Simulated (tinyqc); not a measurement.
Inside a calculation (part 1 of 2). Method: UHF in the sto-6g basis, for CH2, spin multiplicity 3. Computed by tinyqc, a small Python program that keeps every step (integrals from PySCF). Settings: charge = 0, multiplicity = 3, basis = sto-6g, energy threshold = 1e-10, iteration cap = 81, orthogonalisation = symmetric, start = atomic densities, DIIS depth = 4, damping = 0.3, shift = 0.2, method = UHF. Command: `OMP_NUM_THREADS=1 python tinyqc.py 23415 23416 out.jsonl` (the two numbers bound the seeds that draw the settings). One thread of a shared host (Intel(R) Xeon(R) Processor @ 2.60GHz), about 0.2 s of CPU time with the checks. Later iterations appear only in the table of the cycle.

## One-electron integrals

Geometry (angstrom):
```
atom,x,y,z
C,0.000000,0.000000,0.000000
H,0.000000,1.005000,0.517000
H,0.000000,-1.041000,0.536000
```

Basis sto-6g: exponents (1/bohr^2) and contraction coefficients of normalised primitives:
```
element,l (shell),exponent,coefficient
C,s (1),742.737049,0.009164
C,s (1),136.180025,0.049361
C,s (1),38.098264,0.168538
C,s (1),13.087782,0.370563
C,s (1),5.082369,0.416492
C,s (1),2.093200,0.130334
C,s (2),30.497239,-0.013253
C,s (2),6.036200,-0.046992
C,s (2),1.876046,-0.033785
C,s (2),0.721783,0.250242
C,s (2),0.313471,0.595117
C,s (2),0.143687,0.240706
C,p (3),30.497239,0.003760
C,p (3),6.036200,0.037679
C,p (3),1.876046,0.173897
C,p (3),0.721783,0.418036
C,p (3),0.313471,0.425860
C,p (3),0.143687,0.101708
H,s (1),35.523221,0.009164
H,s (1),6.513144,0.049361
H,s (1),1.822143,0.168538
H,s (1),0.625955,0.370563
H,s (1),0.243077,0.416492
H,s (1),0.100112,0.130334
```

Overlap, kinetic and nuclear-attraction integrals over the contracted functions; the nuclear repulsion is the sum of Za Zb / Rab.

nuclear repulsion = 5.77963674 hartree

overlap S, lower triangle:
```
,1C 1s,1C 2s,1C 2px,1C 2py,1C 2pz,2H 1s,3H 1s
1C 1s,1.000000
1C 2s,0.243228,1.000000
1C 2px,0.000000,0.000000,1.000000
1C 2py,0.000000,0.000000,0.000000,1.000000
1C 2pz,0.000000,0.000000,0.000000,0.000000,1.000000
2H 1s,0.058894,0.468510,0.000000,0.403060,0.207345,1.000000
3H 1s,0.053677,0.445895,0.000000,-0.389844,0.200727,0.111344,1.000000
```

kinetic energy T (hartree), lower triangle:
```
,1C 1s,1C 2s,1C 2px,1C 2py,1C 2pz,2H 1s,3H 1s
1C 1s,16.068641
1C 2s,-0.492789,0.492405
1C 2px,0.000000,0.000000,1.479234
1C 2py,0.000000,0.000000,0.000000,1.479234
1C 2pz,0.000000,0.000000,0.000000,0.000000,1.479234
2H 1s,-0.008407,0.093887,0.000000,0.211796,0.108954,0.768522
3H 1s,-0.009003,0.081851,0.000000,-0.192104,0.098912,-0.011916,0.768522
```

nuclear attraction V (hartree), lower triangle:
```
,1C 1s,1C 2s,1C 2px,1C 2py,1C 2pz,2H 1s,3H 1s
1C 1s,-34.928130
1C 2s,-3.842234,-6.060489
1C 2px,0.000000,0.000000,-5.983793
1C 2py,-0.001013,-0.007673,0.000000,-6.165170
1C 2pz,-0.014697,-0.146243,0.000000,-0.003271,-6.031834
2H 1s,-1.049998,-2.406582,0.000000,-1.925787,-1.021793,-4.256091
3H 1s,-0.955423,-2.259405,0.000000,1.831559,-0.973253,-0.524857,-4.167742
```

core Hamiltonian H = T + V (hartree), lower triangle:
```
,1C 1s,1C 2s,1C 2px,1C 2py,1C 2pz,2H 1s,3H 1s
1C 1s,-18.859489
1C 2s,-4.335023,-5.568084
1C 2px,0.000000,0.000000,-4.504559
1C 2py,-0.001013,-0.007673,0.000000,-4.685936
1C 2pz,-0.014697,-0.146243,0.000000,-0.003271,-4.552600
2H 1s,-1.058405,-2.312694,0.000000,-1.713990,-0.912839,-3.487569
3H 1s,-0.964426,-2.177554,0.000000,1.639455,-0.874341,-0.536772,-3.399220
```

## Two-electron integrals

Functions are numbered as in S; the eight-fold symmetry (ij|kl) = (ji|kl) = (kl|ij) leaves the list below.

Two-electron integrals (ij|kl) in chemists' order, unique and non-zero (hartree):
```
i,j,k,l,(ij|kl)
1,1,1,1,3.543743
2,1,1,1,0.529462
2,1,2,1,0.100317
2,2,1,1,0.853596
2,2,2,1,0.199930
2,2,2,2,0.624844
3,1,3,1,0.021271
3,2,3,1,0.031868
3,2,3,2,0.138108
3,3,1,1,0.853598
3,3,2,1,0.199930
3,3,2,2,0.624843
3,3,3,3,0.673218
4,1,4,1,0.021271
4,2,4,1,0.031868
4,2,4,2,0.138108
4,3,4,3,0.036281
4,4,1,1,0.853598
4,4,2,1,0.199930
4,4,2,2,0.624843
4,4,3,3,0.600655
4,4,4,4,0.673218
5,1,5,1,0.021271
5,2,5,1,0.031868
5,2,5,2,0.138108
5,3,5,3,0.036281
5,4,5,4,0.036281
5,5,1,1,0.853598
5,5,2,1,0.199930
5,5,2,2,0.624843
5,5,3,3,0.600655
5,5,4,4,0.600655
5,5,5,5,0.673218
6,1,1,1,0.135330
6,1,2,1,0.024670
6,1,2,2,0.048325
6,1,3,3,0.048142
6,1,4,1,0.001437
6,1,4,2,0.002773
6,1,4,4,0.048577
6,1,5,1,0.000739
6,1,5,2,0.001427
6,1,5,4,0.000224
6,1,5,5,0.048257
6,1,6,1,0.006239
6,2,1,1,0.312192
6,2,2,1,0.074142
6,2,2,2,0.253736
6,2,3,3,0.247831
6,2,4,1,0.006695
6,2,4,2,0.043985
6,2,4,4,0.261840
6,2,5,1,0.003444
6,2,5,2,0.022627
6,2,5,4,0.007207
6,2,5,5,0.251538
6,2,6,1,0.018795
6,2,6,2,0.134127
6,3,3,1,0.008100
6,3,3,2,0.040984
6,3,4,3,0.008666
6,3,5,3,0.004458
6,3,6,3,0.016714
6,4,1,1,0.234571
6,4,2,1,0.056510
6,4,2,2,0.204809
6,4,3,3,0.194546
6,4,4,1,0.012514
6,4,4,2,0.073795
6,4,4,4,0.222518
6,4,5,1,0.002271
6,4,5,2,0.016879
6,4,5,4,0.009931
6,4,5,5,0.197362
6,4,6,1,0.015046
6,4,6,2,0.128638
6,4,6,4,0.137815
6,5,1,1,0.120670
6,5,2,1,0.029070
6,5,2,2,0.105359
6,5,3,3,0.100080
6,5,4,1,0.002271
6,5,4,2,0.016879
6,5,4,4,0.105553
6,5,5,1,0.009268
6,5,5,2,0.049667
6,5,5,4,0.011482
6,5,5,5,0.110445
6,5,6,1,0.007740
6,5,6,2,0.066175
6,5,6,4,0.062297
6,5,6,5,0.048762
6,6,1,1,0.459046
6,6,2,1,0.111156
6,6,2,2,0.430464
6,6,3,3,0.407699
6,6,4,1,0.012894
6,6,4,2,0.111991
6,6,4,4,0.461702
6,6,5,1,0.006633
6,6,5,2,0.057611
6,6,5,4,0.027781
6,6,5,5,0.421990
6,6,6,1,0.028708
6,6,6,2,0.285613
6,6,6,4,0.303040
6,6,6,5,0.155892
6,6,6,6,0.774999
7,1,1,1,0.123194
7,1,2,1,0.022466
7,1,2,2,0.044035
7,1,3,3,0.043868
7,1,4,1,-0.001309
7,1,4,2,-0.002533
7,1,4,4,0.044263
7,1,5,1,0.000674
7,1,5,2,0.001304
7,1,5,4,-0.000203
7,1,5,5,0.043973
7,1,6,1,0.005489
7,1,6,2,0.015919
7,1,6,4,0.011533
7,1,6,5,0.006562
7,1,6,6,0.023674
7,1,7,1,0.005174
7,2,1,1,0.292669
7,2,2,1,0.069554
7,2,2,2,0.239096
7,2,3,3,0.233445
7,2,4,1,-0.006288
7,2,4,2,-0.041838
7,2,4,4,0.246846
7,2,5,1,0.003237
7,2,5,2,0.021542
7,2,5,4,-0.006900
7,2,5,5,0.236998
7,2,6,1,0.016388
7,2,6,2,0.089227
7,2,6,4,0.061694
7,2,6,5,0.042888
7,2,6,6,0.147646
7,2,7,1,0.016072
7,2,7,2,0.120612
7,3,3,1,0.007482
7,3,3,2,0.038191
7,3,4,3,-0.008179
7,3,5,3,0.004211
7,3,6,3,0.010218
7,3,7,3,0.014749
7,4,1,1,-0.223197
7,4,2,1,-0.053791
7,4,2,2,-0.195787
7,4,3,3,-0.186017
7,4,4,1,0.011665
7,4,4,2,0.069720
7,4,4,4,-0.212612
7,4,5,1,-0.002154
7,4,5,2,-0.016234
7,4,5,4,0.009482
7,4,5,5,-0.188731
7,4,6,1,-0.012069
7,4,6,2,-0.062987
7,4,6,4,-0.034691
7,4,6,5,-0.029662
7,4,6,6,-0.097231
7,4,7,1,-0.013036
7,4,7,2,-0.117262
7,4,7,4,0.126637
7,5,1,1,0.114922
7,5,2,1,0.027697
7,5,2,2,0.100808
7,5,3,3,0.095778
7,5,4,1,-0.002154
7,5,4,2,-0.016234
7,5,4,4,0.101049
7,5,5,1,0.008591
7,5,5,2,0.046550
7,5,5,4,-0.010893
7,5,5,5,0.105598
7,5,6,1,0.006851
7,5,6,2,0.043351
7,5,6,4,0.029418
7,5,6,5,0.030602
7,5,6,6,0.075988
7,5,7,1,0.006712
7,5,7,2,0.060377
7,5,7,4,-0.057610
7,5,7,5,0.044412
7,6,1,1,0.067130
7,6,2,1,0.015966
7,6,2,2,0.056177
7,6,3,3,0.054857
7,6,4,1,-0.000018
7,6,4,2,-0.000174
7,6,4,4,0.056673
7,6,5,1,0.001261
7,6,5,2,0.008691
7,6,5,4,-0.000041
7,6,5,5,0.057002
7,6,6,1,0.003926
7,6,6,2,0.026056
7,6,6,4,0.021690
7,6,6,5,0.014161
7,6,6,6,0.051139
7,6,7,1,0.003582
7,6,7,2,0.024871
7,6,7,4,-0.021146
7,6,7,5,0.013673
7,6,7,6,0.006237
7,7,1,1,0.444429
7,7,2,1,0.107685
7,7,2,2,0.419773
7,7,3,3,0.397701
7,7,4,1,-0.012224
7,7,4,2,-0.108510
7,7,4,4,0.450042
7,7,5,1,0.006294
7,7,5,2,0.055871
7,7,5,4,-0.026950
7,7,5,5,0.411577
7,7,6,1,0.025186
7,7,6,2,0.153119
7,7,6,4,0.098868
7,7,6,5,0.077894
7,7,6,6,0.257864
7,7,7,1,0.025322
7,7,7,2,0.268705
7,7,7,4,-0.288619
7,7,7,5,0.148607
7,7,7,6,0.051139
7,7,7,7,0.774999
```

## Orthogonalisation

S = U s U^T; symmetric (Loewdin) form X = U s^(-1/2) U^T, so that X^T S X = 1.

eigenvalues of S: 0.323681  0.383685  0.886045  1.000000  1.078224  1.507232  1.821133

X, lower triangle:
```
,1C 1s,1C 2s,1C 2px,1C 2py,1C 2pz,2H 1s,3H 1s
1C 1s,1.025435
1C 2s,-0.146913,1.254517
1C 2px,0.000000,0.000000,1.000000
1C 2py,-0.000604,0.012410,0.000000,1.177832
1C 2pz,-0.008955,0.101090,0.000000,0.004692,1.044184
2H 1s,0.022639,-0.326184,0.000000,-0.293053,-0.141878,1.239326
3H 1s,0.022131,-0.298717,0.000000,0.274564,-0.132193,-0.032158,1.211756
```

## Starting guess

The start is atomic minimal-basis densities projected into this basis (PySCF's MINAO start) and scaled to the electron count of each spin; this density is not idempotent, so its energy is not variational and may lie below the converged one.

D(alpha) at the start, lower triangle:
```
,1C 1s,1C 2s,1C 2px,1C 2py,1C 2pz,2H 1s,3H 1s
1C 1s,1.335677
1C 2s,-0.311190,1.287050
1C 2px,0.000000,0.000000,0.411517
1C 2py,0.000329,-0.001316,0.000000,0.364545
1C 2pz,0.006190,-0.025008,0.000000,-0.000423,0.399507
2H 1s,-0.013517,0.055257,0.000000,0.032292,0.012557,0.594396
3H 1s,-0.013072,0.054486,0.000000,-0.033168,0.012985,0.017377,0.595134
```

D(beta) at the start, lower triangle:
```
,1C 1s,1C 2s,1C 2px,1C 2py,1C 2pz,2H 1s,3H 1s
1C 1s,0.801406
1C 2s,-0.186714,0.772230
1C 2px,0.000000,0.000000,0.246910
1C 2py,0.000198,-0.000790,0.000000,0.218727
1C 2pz,0.003714,-0.015005,0.000000,-0.000254,0.239704
2H 1s,-0.008110,0.033154,0.000000,0.019375,0.007534,0.356638
3H 1s,-0.007843,0.032692,0.000000,-0.019901,0.007791,0.010426,0.357080
```

## Iteration 1: building the Fock matrix

J_ij = sum D_kl (ij|kl) with D = D(alpha) + D(beta), K_ij = sum D_kl (ik|jl) for each spin; F = H + J - K(s); E = tr D H + tr D J / 2 - 0.5 sum_s tr D(s) K(s) + E_nn.

Coulomb J (hartree), lower triangle:
```
,1C 1s,1C 2s,1C 2px,1C 2py,1C 2pz,2H 1s,3H 1s
1C 1s,11.425639
1C 2s,2.065610,5.032329
1C 2px,0.000000,0.000000,4.987338
1C 2py,0.000647,0.003323,0.000000,5.094115
1C 2pz,0.012549,0.113092,0.000000,0.000805,5.015537
2H 1s,0.515543,2.071732,0.000000,1.686775,0.894686,3.669786
3H 1s,0.469417,1.952402,0.000000,-1.612371,0.856016,0.460116,3.598529
```

exchange K(alpha) (hartree), lower triangle:
```
,1C 1s,1C 2s,1C 2px,1C 2py,1C 2pz,2H 1s,3H 1s
1C 1s,4.563380
1C 2s,0.731425,1.187742
1C 2px,0.000000,0.000000,0.519759
1C 2py,0.001229,0.006797,0.000000,0.661330
1C 2pz,0.010124,0.081024,0.000000,0.002655,0.556986
2H 1s,0.205040,0.614170,0.000000,0.339037,0.191601,0.764354
3H 1s,0.187005,0.581083,0.000000,-0.323355,0.184163,0.195102,0.739498
```

exchange K(beta) (hartree), lower triangle:
```
,1C 1s,1C 2s,1C 2px,1C 2py,1C 2pz,2H 1s,3H 1s
1C 1s,2.738028
1C 2s,0.438855,0.712645
1C 2px,0.000000,0.000000,0.311855
1C 2py,0.000737,0.004078,0.000000,0.396798
1C 2pz,0.006075,0.048614,0.000000,0.001593,0.334192
2H 1s,0.123024,0.368502,0.000000,0.203422,0.114961,0.458612
3H 1s,0.112203,0.348650,0.000000,-0.194013,0.110498,0.117061,0.443699
```

F(alpha) (hartree), lower triangle:
```
,1C 1s,1C 2s,1C 2px,1C 2py,1C 2pz,2H 1s,3H 1s
1C 1s,-11.997230
1C 2s,-3.000838,-1.723497
1C 2px,0.000000,0.000000,-0.036980
1C 2py,-0.001595,-0.011147,0.000000,-0.253151
1C 2pz,-0.012272,-0.114176,0.000000,-0.005121,-0.094049
2H 1s,-0.747901,-0.855132,0.000000,-0.366253,-0.209753,-0.582138
3H 1s,-0.682014,-0.806236,0.000000,0.350438,-0.202487,-0.271758,-0.540189
```

F(beta) (hartree), lower triangle:
```
,1C 1s,1C 2s,1C 2px,1C 2py,1C 2pz,2H 1s,3H 1s
1C 1s,-10.171878
1C 2s,-2.708268,-1.248400
1C 2px,0.000000,0.000000,0.170924
1C 2py,-0.001103,-0.008428,0.000000,0.011381
1C 2pz,-0.008223,-0.081766,0.000000,-0.004059,0.128745
2H 1s,-0.665885,-0.609464,0.000000,-0.230638,-0.133113,-0.276396
3H 1s,-0.607212,-0.573803,0.000000,0.221096,-0.128822,-0.193718,-0.244390
```

total energy of this density = -38.94557569 hartree

This density is the starting one; it is not idempotent, so its energy is not variational and may lie below the converged one.

## Iteration 1: diagonalisation and new density

A level shift of 0.2 hartree raises the virtual space: F + shift (S - S D(s) S), with D(s) the density of one spin. Diagonalise F' = X^T F X, C = X C', fill 5 alpha and 3 beta electrons from the bottom; D(s) = C_occ C_occ^T; the new density keeps 0.3 of the old one (damping). Each column has its largest component positive (the first on a tie).

F' = X^T F X (alpha) (hartree), lower triangle:
```
,1,2,3,4,5,6,7
1,-11.855505
2,-1.452006,-0.896701
3,0.000000,0.000000,0.080717
4,0.000069,0.007300,0.000000,0.199235
5,-0.016228,0.062880,0.000000,0.002105,0.107481
6,-0.129328,-0.599670,0.000000,-0.454448,-0.220943,-0.009324
7,-0.107842,-0.559810,0.000000,0.433608,-0.209839,-0.123501,-0.017365
```

orbital energies (alpha) (hartree): MO1 -12.050922, MO2 -1.272665, MO3 -0.474524, MO4 -0.052683, MO5 0.080717, MO6 0.591221, MO7 0.787395

coefficients C (alpha):
```
,MO1,MO2,MO3,MO4,MO5,MO6,MO7
1C 1s,0.997876,-0.221574,0.002815,0.096686,0.000000,-0.140011,-0.019283
1C 2s,0.008305,0.770169,-0.018861,-0.539090,0.000000,0.945870,0.150085
1C 2px,0.000000,0.000000,0.000000,0.000000,1.000000,0.000000,0.000000
1C 2py,0.000139,0.006677,0.509215,0.003735,0.000000,-0.125372,1.128563
1C 2pz,0.001152,0.063713,0.001479,0.782004,0.000000,0.717187,0.091076
2H 1s,0.000617,0.235239,0.451312,0.307006,0.000000,-0.732833,-0.927126
3H 1s,0.000549,0.219946,-0.462947,0.315235,0.000000,-0.900277,0.692386
```

F' = X^T F X (beta) (hartree), lower triangle:
```
,1,2,3,4,5,6,7
1,-9.908939
2,-1.450890,-0.408321
3,0.000000,0.000000,0.321542
4,-0.000403,0.007508,0.000000,0.457769
5,-0.021451,0.069792,0.000000,0.002338,0.352850
6,-0.100056,-0.474475,0.000000,-0.386082,-0.185850,0.268816
7,-0.081410,-0.441739,0.000000,0.367927,-0.176197,-0.093709,0.258113
```

orbital energies (beta) (hartree): MO1 -10.130452, MO2 -0.666248, MO3 -0.127828, MO4 0.217443, MO5 0.321542, MO6 0.781190, MO7 0.946182

coefficients C (beta):
```
,MO1,MO2,MO3,MO4,MO5,MO6,MO7
1C 1s,0.992532,-0.229067,0.003004,0.106930,0.000000,-0.156846,-0.023375
1C 2s,0.032182,0.731145,-0.018218,-0.543372,0.000000,0.971108,0.164785
1C 2px,0.000000,0.000000,0.000000,0.000000,1.000000,0.000000,0.000000
1C 2py,0.000391,0.006942,0.495949,0.004421,0.000000,-0.140035,1.132734
1C 2pz,0.003618,0.063069,0.000979,0.790399,0.000000,0.706983,0.098480
2H 1s,-0.006496,0.265284,0.459334,0.290275,0.000000,-0.720329,-0.930237
3H 1s,-0.006074,0.248266,-0.473793,0.297824,0.000000,-0.905201,0.676555
```

D(alpha) after iteration 1, lower triangle:
```
,1C 1s,1C 2s,1C 2px,1C 2py,1C 2pz,2H 1s,3H 1s
1C 1s,1.138649
1C 2s,-0.243533,1.005057
1C 2px,0.000000,0.000000,0.823455
1C 2py,0.000417,-0.004927,0.000000,0.290914
1C 2pz,0.045709,-0.268266,0.000000,0.002743,0.550768
2H 1s,-0.018442,0.021591,0.000000,0.172460,0.182783,0.425610
3H 1s,-0.017229,0.022080,0.000000,-0.173116,0.185787,-0.037077,0.431989
```

D(beta) after iteration 1, lower triangle:
```
,1C 1s,1C 2s,1C 2px,1C 2py,1C 2pz,2H 1s,3H 1s
1C 1s,0.966743
1C 2s,-0.150931,0.606827
1C 2px,0.000000,0.000000,0.074073
1C 2py,0.000260,-0.003000,0.000000,0.237828
1C 2pz,-0.006483,0.027846,0.000000,0.000571,0.074706
2H 1s,-0.048518,0.139715,0.000000,0.166565,0.014271,0.303975
3H 1s,-0.047378,0.142776,0.000000,-0.169249,0.012958,-0.103082,0.307431
```

## Iteration 2: building the Fock matrix

As before.

Coulomb J (hartree), lower triangle:
```
,1C 1s,1C 2s,1C 2px,1C 2py,1C 2pz,2H 1s,3H 1s
1C 1s,11.383526
1C 2s,2.062559,5.040373
1C 2px,0.000000,0.000000,5.001864
1C 2py,0.000497,0.002223,0.000000,5.102954
1C 2pz,0.007560,0.091681,0.000000,0.001076,5.016303
2H 1s,0.514391,2.070821,0.000000,1.685993,0.887223,3.657244
3H 1s,0.468391,1.952230,0.000000,-1.612802,0.849217,0.459264,3.587483
```

exchange K(alpha) (hartree), lower triangle:
```
,1C 1s,1C 2s,1C 2px,1C 2py,1C 2pz,2H 1s,3H 1s
1C 1s,3.912213
1C 2s,0.636715,1.039708
1C 2px,0.000000,0.000000,0.757050
1C 2py,0.000438,0.003659,0.000000,0.672065
1C 2pz,0.001689,-0.022804,0.000000,0.005253,0.687298
2H 1s,0.171940,0.503175,0.000000,0.350743,0.197169,0.678062
3H 1s,0.156971,0.477375,0.000000,-0.339260,0.191987,0.128468,0.660221
```

exchange K(beta) (hartree), lower triangle:
```
,1C 1s,1C 2s,1C 2px,1C 2py,1C 2pz,2H 1s,3H 1s
1C 1s,3.326984
1C 2s,0.514098,0.684061
1C 2px,0.000000,0.000000,0.190221
1C 2py,0.000296,0.003941,0.000000,0.533071
1C 2pz,0.003167,0.097737,0.000000,0.002601,0.217386
2H 1s,0.135927,0.386758,0.000000,0.295061,0.116542,0.531772
3H 1s,0.123866,0.368632,0.000000,-0.286576,0.110887,0.079445,0.517213
```

F(alpha) (hartree), lower triangle:
```
,1C 1s,1C 2s,1C 2px,1C 2py,1C 2pz,2H 1s,3H 1s
1C 1s,-11.388175
1C 2s,-2.909179,-1.567418
1C 2px,0.000000,0.000000,-0.259745
1C 2py,-0.000953,-0.009109,0.000000,-0.255047
1C 2pz,-0.008825,-0.031759,0.000000,-0.007449,-0.223595
2H 1s,-0.715953,-0.745048,0.000000,-0.378740,-0.222784,-0.508387
3H 1s,-0.653006,-0.702700,0.000000,0.365913,-0.217110,-0.205977,-0.471958
```

F(beta) (hartree), lower triangle:
```
,1C 1s,1C 2s,1C 2px,1C 2py,1C 2pz,2H 1s,3H 1s
1C 1s,-10.802946
1C 2s,-2.786562,-1.211771
1C 2px,0.000000,0.000000,0.307083
1C 2py,-0.000811,-0.009391,0.000000,-0.116052
1C 2pz,-0.010304,-0.152299,0.000000,-0.004797,0.246317
2H 1s,-0.679940,-0.628631,0.000000,-0.323058,-0.142157,-0.362097
3H 1s,-0.619901,-0.593956,0.000000,0.313229,-0.136011,-0.156953,-0.328950
```

total energy of this density = -38.70546466 hartree

This density is a damped mixture and is not idempotent, and it still holds part of the atomic start, so its energy may lie below the converged one.

## Iteration 2: DIIS over 2 matrices

error matrix X^T (FDS - SDF) X (alpha):
```
,1,2,3,4,5,6,7
1,0.000000,-0.050099,0.000000,-0.002548,-0.003460,-0.159236,-0.149948
2,0.050099,0.000000,0.000000,0.001508,-0.008848,-0.032018,-0.031005
3,0.000000,0.000000,0.000000,0.000000,0.000000,0.000000,0.000000
4,0.002548,-0.001508,0.000000,0.000000,0.000229,-0.017779,0.016370
5,0.003460,0.008848,0.000000,-0.000229,0.000000,-0.018562,-0.018808
6,0.159236,0.032018,0.000000,0.017779,0.018562,0.000000,-0.000191
7,0.149948,0.031005,0.000000,-0.016370,0.018808,0.000191,0.000000
```

B (overlaps of the stored error matrices):
```
,1,2
1,1.3127942e+00,4.0178077e-01
2,4.0178077e-01,1.4073265e-01
```

Minimise |sum c_i e_i|^2 with sum c_i = 1: solve [B -1; -1 0][c; lambda] = [0; -1] with B_ij = tr e_i^T e_j summed over both spins, and take F = sum c_i F_i.

DIIS coefficients: -0.401634  1.401634

extrapolated F(alpha) (hartree), lower triangle:
```
,1C 1s,1C 2s,1C 2px,1C 2py,1C 2pz,2H 1s,3H 1s
1C 1s,-11.143559
1C 2s,-2.872366,-1.504732
1C 2px,0.000000,0.000000,-0.349215
1C 2py,-0.000696,-0.008290,0.000000,-0.255809
1C 2pz,-0.007441,0.001343,0.000000,-0.008384,-0.275626
2H 1s,-0.703122,-0.700835,0.000000,-0.383755,-0.228018,-0.478766
3H 1s,-0.641356,-0.661116,0.000000,0.372128,-0.222984,-0.179557,-0.444554
```

extrapolated F(beta) (hartree), lower triangle:
```
,1C 1s,1C 2s,1C 2px,1C 2py,1C 2pz,2H 1s,3H 1s
1C 1s,-11.056405
1C 2s,-2.818008,-1.197060
1C 2px,0.000000,0.000000,0.361770
1C 2py,-0.000693,-0.009778,0.000000,-0.167234
1C 2pz,-0.011140,-0.180628,0.000000,-0.005093,0.293537
2H 1s,-0.685585,-0.636330,0.000000,-0.360177,-0.145789,-0.396517
3H 1s,-0.624997,-0.602051,0.000000,0.350233,-0.138898,-0.142188,-0.362912
```
